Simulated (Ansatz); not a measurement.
Two isomers of C4H4O2: A = `O=C1C=CCO1`, B = `C=C1OCC1=O`.

Calculated with Ansatz (gas phase, PBE0-D4/def2-TZVP geometries, no zero-point term in ΔE). CBS: MP2 limit from def2 TZ/QZ plus the TZ coupled-cluster correction, frozen cores. DFT in def2-TZVPP. B3LYP here is the variant with VWN-RPA as its local correlation; programs differ in this.

**Question.** Which isomer does CCSD(T)/CBS put lower? Give the gap. (An estimate is asked.)

**Answer.** Ansatz gave: A, by 37.4 kcal/mol.

**Question.** Give E(B) − E(A) in kcal/mol with ωB97M-V, PBE-D4, B3LYP-D4, r2SCAN-D4, MP2/def2-TZVPP, CCSD(T)/def2-TZVPP, PBE0-D4. (Estimate.)

**Answer.** Ansatz gave: ωB97M-V 36.9, PBE-D4 34.7, B3LYP-D4 35.7, r2SCAN-D4 37.3, MP2/def2-TZVPP 38.4, CCSD(T)/def2-TZVPP 36.8, PBE0-D4 37.3. None reverses the order clearly.

**Question.** Does the order hold for the free energy at 298.15 K (harmonic terms from PBE0-D4)? (Best estimate.)

**Answer.** Ansatz gave: Yes: G(B) − G(A) = +35.4 kcal/mol.

Largest T1 diagnostic: 0.015.

From BLYP to BHLYP (50 % exact exchange), in def2-TZVPP and without D4, E(B) − E(A) moves by +5.4 kcal/mol. At CCSD(T), def2-SVP lies −0.8 kcal/mol from the extrapolated value and def2-TZVPP −0.6 kcal/mol.
